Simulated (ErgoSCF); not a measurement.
# One shape, several levels: CHP (SMILES C#P)

Wanted: a comparison of 6 runs (HF/STO-3G, HF/3-21G, HF/def2-SVP, B3LYP/6-31G*, PBE0/def2-SVP, B3LYP/6-311G**) of CHP. 

The calculation is run with ErgoSCF 3.8.

1 further run of the same task is left out (set aside as unsound or not needed).

**1. The system as given**

CHP has 3 atoms, charge 0, and is taken as a singlet. SMILES: `C#P`. The coordinates come from a GFN2-xTB relaxation.

Bond lengths: C1–P2 1.547 Å, C1–H3 1.056 Å. Angles: P2–C1–H3 179.7°.

**2. The energy at HF/STO-3G (run 1)**

run.inp reads:

```
# single point, CHP
set_nthreads(1)
molecule_inline Angstrom
C  -0.137100 0.059840 -0.066440
P  1.149220 -0.512680 0.574210
H  -1.012120 0.452840 -0.507770
EOF
tmpdir = "."
scf.max_number_of_iterations = 120
charge = 0
basis = "STO-3G"
scf.output_mulliken_pop = 1
scf.use_diagonalization = 1
run "HF"
```

The basis set STO-3G is read from a file made from the Basis Set Exchange's data (not shown).

Command:

```
$ ergo < run.inp
```

Output:

```text
[...]
INSC SCF_general constructor, number of basis functions: 15
[...]
INSC Energy   1 =       -326.58769907185
[...]
INDE E_LUMO =          0.29401719175
[...]
INSC Energy  15 =       -374.79126712957  ( diff      0.000000000000171 )
[...]
RESC CONVERGED after  15 iterations.
RESC FINAL ENERGY:       -374.79126712957
[...]
INSC SCF: dipole_moment_x [atomic units] =      -0.03179810
INSC SCF: dipole_moment_y [atomic units] =       0.01527913
INSC SCF: dipole_moment_z [atomic units] =      -0.01759421
[...]
```

Wall time 0.91 s (1 thread of Arm Neoverse V1, shared host); peak memory 0.26 GiB.

**3. The energy at HF/3-21G (run 2)**

job.ego reads:

```
set_nthreads(1)
tmpdir = "."
scf.use_diagonalization = 1
scf.max_number_of_iterations = 120
basis = "3-21G"
scf.output_mulliken_pop = 1
charge = 0
molecule_inline Angstrom
C  -0.137100 0.059840 -0.066440
P  1.149220 -0.512680 0.574210
H  -1.012120 0.452840 -0.507770
EOF
run "HF"
```

The basis set 3-21G is read from a file made from the Basis Set Exchange's data (not shown).

Command:

```
$ ergo < job.ego
```

Output:

```text
[...]
INSC SCF_general constructor, number of basis functions: 24
[...]
INSC Energy   1 =       -241.89096009444
[...]
INDE E_LUMO =          0.09241387478
[...]
INSC Energy  14 =       -377.17102854036  ( diff     -0.000000000006708 )
[...]
RESC CONVERGED after  14 iterations.
RESC FINAL ENERGY:       -377.17102854036
[...]
INSC SCF: dipole_moment_x [atomic units] =      -0.28164128
INSC SCF: dipole_moment_y [atomic units] =       0.12767248
INSC SCF: dipole_moment_z [atomic units] =      -0.14388834
[...]
```

Wall time 0.89 s (1 thread of Arm Neoverse V1, shared host); peak memory 0.26 GiB.

Runs 3 to 5 aren't shown in full; the table further down has their settings and results.

**4. A single-point energy at B3LYP/6-311G(d,p) (run 6)**

input.ego reads:

```
set_nthreads("env")
molecule_inline Angstrom
C  -0.137100 0.059840 -0.066440
P  1.149220 -0.512680 0.574210
H  -1.012120 0.452840 -0.507770
EOF
scf.output_mulliken_pop = 1
charge = 0
scf.use_diagonalization = 1
basis = "6-311G**"
XC.angint = 41
scf.max_number_of_iterations = 120
tmpdir = "."
XC.radint = 1e-11
XC.sparse_mode = 0
run "B3LYP-G"
```

The basis set 6-311G** is read from a file made from the Basis Set Exchange's data (not shown).

Command:

```
$ ergo input.ego
```

Output:

```text
[...]
INDF Weighted mixed functional:
[...]
INSC Energy   1 =       -203.05950055000
[...]
INDE E_LUMO =         -0.05746597080
[...]
INSC Energy  38 =       -380.03279262257  ( diff     -0.000000000000341 )
[...]
RESC CONVERGED after  38 iterations.
RESC FINAL ENERGY:       -380.03279262257
[...]
INSC SCF: dipole_moment_x [atomic units] =      -0.13010173
INSC SCF: dipole_moment_y [atomic units] =       0.05972982
INSC SCF: dipole_moment_z [atomic units] =      -0.06764215
[...]
```

Run time: 16 s. Hardware: 1 thread of Arm Neoverse V1, shared host; peak memory 0.26 GiB.

**5. All runs side by side**

| run | level | integration grid | radint | energy (Eh) | dipole moment (D) | wall time |
| --- | --- | --- | --- | --- | --- | --- |
| 1 | HF/STO-3G | – | – | -374.791267 | 0.10 | 0.91 s |
| 2 | HF/3-21G | – | – | -377.171029 | 0.87 | 0.89 s |
| 3 | HF/def2-SVP | – | – | -378.984733 | 0.47 | 3.6 s |
| 4 | B3LYP/6-31G* (spherical functions) | Turbo | 1e-11 | -379.990767 | 0.71 | 11 s |
| 5 | PBE0/def2-SVP | Turbo | 1e-11 | -379.674921 | 0.49 | 8.7 s |
| 6 | B3LYP/6-311G** | Turbo | 1e-11 | -380.032793 | 0.40 | 16 s |

**6. Summary of results**

| quantity | value |
| --- | --- |
| run 6: total energy | -380.03279 Eh |
| run 6: dipole moment | 0.40 D |

In words: The dipole moment (its size) runs from 0.10 D (HF/STO-3G) to 0.87 D (HF/3-21G). Totals of different functionals can't be ranked against each other. In run 1 the basis is minimal, so the values are rough. All runs together took 41 s, the longest 16 s.
